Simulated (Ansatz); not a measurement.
System: antiferromagnetic (type II) rock-salt MnS. Method: r²SCAN0 (plane waves, PAW; Ansatz, a quantum-chemistry and plane-wave program).

Numerical settings: plane-wave cutoff 520 eV, 8×8×8 k mesh, Fermi–Dirac smearing 0.01 eV, spin-polarised with opposed moments, scalar-relativistic PAW data made under PBE.

Cell (relaxed at this level):

```yaml
crystal:
  lattice:
    - [5.21187, 2.59944, 2.59944]
    - [2.59944, 5.21187, 2.59944]
    - [2.59944, 2.59944, 5.21187]
  atoms:
    - { symbol: Mn, position: [0.00000, 0.00000, 0.00000], spin: 5.0 }
    - { symbol: Mn, position: [0.50000, 0.50000, 0.50000], spin: -5.0 }
    - { symbol: S, position: [0.25000, 0.25000, 0.25000] }
    - { symbol: S, position: [0.75000, 0.75000, 0.75000] }
```

Q: Give the computed band gap, smallest direct gap on the k points sampled, Γ–Γ gap and magnetic moment (largest site, within a sphere).

A: 
- band gap: 4.21 eV (on the SCF k mesh) (indirect)
- smallest direct gap on the k points sampled: 4.82 eV
- Γ–Γ gap: 6.08 eV
- magnetic moment (largest site, within a sphere): 4.49 μB

Spins in the cell block are starting values.

Moments are spin moments.

Computed values are for the static lattice.

Computing time: very roughly 2.3 core-hours.
